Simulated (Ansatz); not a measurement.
# Equilibrium lattice constant a of some III–V compounds

Method: rVV10 in Ansatz (PAW). References are measured values corrected to a static lattice or taken at low temperature (these still hold zero-point motion). The table is a random draw of 6 from 10 solids with such references.

Values in Å.

```tsv
solid	reference	rVV10	error (%)
wurtzite AlN	3.111¶	3.133	+0.71
cubic BN	3.593*	3.638	+1.25
zinc-blende BP	4.525*	4.565	+0.88
zinc-blende GaAs	5.64*	5.779	+2.46
zinc-blende InAs	6.047*	6.216	+2.79
zinc-blende AlP	5.451*	?	?
```

Problem. Estimate the withheld rVV10 value.

Solution. The errors of the other rows run from +0.71 % to +2.79 %, with a median of +1.25 %; carried to the reference 5.451 it gives 5.519 Å. The run gives 5.516 Å (+1.19 %), -0.05 % from the estimate; the row was drawn at random, and such an estimate is rough. Over these 6 solids the mean error is +1.55 %, the mean absolute error 1.55 % (median 1.22 %), and the worst case zinc-blende InAs at +2.79 %; the value is above the reference in 6 of 6 cases. Over all 10, from unrounded values, the mean error is +1.77 % and the mean absolute error 1.77 % (median 1.69 %). Caveats on values not shown: the gap of the solid is closed in this run (1).

A star marks references brought to a static lattice; the others are low-temperature values that still hold zero-point motion, which matters most for light elements.

Spin–orbit coupling is left out, also for the solids with elements from indium on (zinc-blende InAs); its size isn't shown.

¶ marks references of a special kind: wurtzite AlN, 3.111 Å (measured, low temperature, extrapolated to low temperature; as tabulated in arXiv:1206.3780).

Differences are worked out from the printed values.

Caveats: the gap of the solid is closed in this run (zinc-blende GaAs, zinc-blende InAs). Ansatz's density-functional and Hartree–Fock values are scalar-relativistic unless marked +SOC, with PAW data made under PBE.

Not in this set, of the III–V compounds with a reference value in our tables and a result at some level: 4 for a reference at room or unstated temperature; 1 for a high-temperature or high-pressure phase. These can be a level's best or worst cases. At least 3 more with a reference value are held back for tests. Solids without a released value at any level aren't counted. Layered and molecular crystals are counted apart.

References as tabulated in Mejia-Rodriguez and Trickey (2018), arXiv:1807.09216; arXiv:1206.3780; Goldzak et al. (2022), arXiv:2208.04865.

Ansatz is an electronic-structure program.
